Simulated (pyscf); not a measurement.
`[CuH]` + `[FH]` -> `[F][Cu]` + `[H][H]` (four-centre exchange; singlet surface; Cu–H, F–H broken, Cu–F, H–H formed). Single points on ωB97X-D3(BJ)/def2-SVP structures (PySCF, gas phase). Rate constants from transition-state theory, ωB97M-D3(BJ)/def2-TZVP energies (ideal gas, 1 atm, RRHO with modes under 100 cm⁻¹ raised to 100, one conformer, R ln 2 for chiral ones without a mode under 150 cm⁻¹; no tunnelling), k in cm³ molecule⁻¹ s⁻¹.

```
T (K)  1000/T  log10 k
-----  ------  -------
298     3.354   -17.92
600     1.667   -14.71
900     1.111        ?
1200    0.833   -12.90
```

**Question.** Fit an Arrhenius line to the three values, give the activation energy, and predict k at 900 K.

**Answer.** Least squares gives log10 k = -11.32 − 1.98 × 1000/T, so Ea = 1.98 × ln 10 × 1.987 = 9.1 kcal/mol, against an electronic barrier of 9.0. At 900 K the line gives -13.52; the computed value is -13.55 (ΔG‡ = 32.6 kcal/mol), close to the line. On the reactant side the descent ends in a complex, 6.4 kcal/mol under the separated species and 12.9 kcal/mol under the saddle at ωB97X-D3(BJ)/def2-TZVP. The reactants may also form a dative adduct at CuH; it and routes through it were not searched. The products may also form a dative adduct at F–Cu; it and routes through it were not searched. At the saddle there is also a short Cu–H contact that neither side keeps. At ωB97X-D3(BJ)/def2-TZVP the barrier from the zero used here is 6.5 kcal/mol. This is the saddle that the search found; another between the same sides may lie lower.
